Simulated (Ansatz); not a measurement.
The input, for Ansatz 0.2.0:

```yaml
crystal:
  periodic: [false, false, false]
  atoms:
    - {symbol: Si, position_ang: [0.000000, 0.000000, 0.000000]}
    - {symbol: Ga, position_ang: [0.000000, 0.000000, 2.987000]}
basis:
  gaussian: {orbitals: cc-pVDZ}
magnetization: {spin_polarized: false, initial_magnetization: 3}
correlation: {method: fic_mrcisd_q, electrons: outside_noble_gas, active_space: {window: {electrons: 5, orbitals: 5}}}
```

```sh
$ ansatz run in.yaml --threads 1 --pin off --events-out ev --progress --plain --max-ram 2393MiB
```

Q: Roughly how long does this take on 1 thread of Arm Neoverse V1, shared host, and how much host memory?

A: 4.8 s wall and 0.11 GiB.

```
509 factors; integrals over basis functions are off by at most 1.0e-3 eV
mean field evaluation 1: about -60193.3503 eV, gradient 4.8e0 eV
mean field evaluation 2: about -60193.3713 eV, gradient 4.9e0 eV
mean field evaluation 4: about -60193.7620 eV, gradient 1.6e0 eV
mean field evaluation 8: about -60193.8038 eV, gradient 1.7e-1 eV
mean field evaluation 16: about -60193.8053 eV, gradient 1.4e-6 eV
mean field -60193.80534966 eV, -2212.0815457735 hartree, gradient 1.8e-6 eV, S^2 3.750000; 2 other end points of the search recorded, 0 dependent functions left out
reference -60193.80534966 eV, -2212.0815457735 hartree; 24, 21 occupied and 21, 24 virtual orbitals, 509 factors
state -60194.16363074 eV, -2212.0947123603 hartree
contracted CI cycle   1: correlation 0.00000000 eV, 0.0000000000 hartree, residual 9.39e0 eV
contracted CI cycle   2: correlation -2.73183656 eV, -0.1003931419 hartree, residual 1.70e0 eV
contracted CI cycle   3: correlation -2.84078115 eV, -0.1043967819 hartree, residual 6.05e-1 eV
contracted CI cycle   4: correlation -2.85568730 eV, -0.1049445725 hartree, residual 2.29e-1 eV
contracted CI cycle   5: correlation -2.85795038 eV, -0.1050277391 hartree, residual 9.08e-2 eV
contracted CI cycle   6: correlation -2.85835770 eV, -0.1050427080 hartree, residual 4.56e-2 eV
contracted CI cycle   7: correlation -2.85845431 eV, -0.1050462585 hartree, residual 2.04e-2 eV
contracted CI cycle   8: correlation -2.85847101 eV, -0.1050468720 hartree, residual 7.69e-3 eV
contracted CI cycle   9: correlation -2.85847304 eV, -0.1050469467 hartree, residual 2.67e-3 eV
contracted CI cycle  10: correlation -2.85847329 eV, -0.1050469559 hartree, residual 8.99e-4 eV
contracted CI cycle  11: correlation -2.85847332 eV, -0.1050469569 hartree, residual 3.21e-4 eV
state -60194.16363074 eV, -2212.0947123603 hartree; corrected -60197.33708616 eV, -2212.2113346957 hartree
state -60194.14188025 eV, -2212.0939130445 hartree
contracted CI cycle   1: correlation 0.00000000 eV, 0.0000000000 hartree, residual 9.31e0 eV
contracted CI cycle   2: correlation -2.73071339 eV, -0.1003518663 hartree, residual 2.02e0 eV
contracted CI cycle   3: correlation -2.87334989 eV, -0.1055936609 hartree, residual 5.96e-1 eV
contracted CI cycle   4: correlation -2.88795258 eV, -0.1061302997 hartree, residual 2.34e-1 eV
contracted CI cycle   5: correlation -2.89026523 eV, -0.1062152882 hartree, residual 1.15e-1 eV
contracted CI cycle   6: correlation -2.89073521 eV, -0.1062325594 hartree, residual 5.08e-2 eV
contracted CI cycle   7: correlation -2.89082885 eV, -0.1062360008 hartree, residual 1.82e-2 eV
contracted CI cycle   8: correlation -2.89083975 eV, -0.1062364012 hartree, residual 5.77e-3 eV
contracted CI cycle   9: correlation -2.89084080 eV, -0.1062364400 hartree, residual 1.95e-3 eV
contracted CI cycle  10: correlation -2.89084093 eV, -0.1062364447 hartree, residual 6.46e-4 eV
state -60194.14188025 eV, -2212.0939130445 hartree; corrected -60197.38360830 eV, -2212.2130443530 hartree
state -60194.14188025 eV, -2212.0939130445 hartree; corrected -60197.38360830 eV, -2212.2130443530 hartree
WARN: the results are in doubt because another end's mean lies 0.022 eV lower, and its corrected mean 0.047 eV higher
Total energy: -60197.38360830 eV, -2212.2130443530 hartree
In doubt: another end's mean lies 0.022 eV lower, and its corrected mean 0.047 eV higher
```

Natural occupations: 1.9723 1.0004 1.0000 1.0000 0.0273.
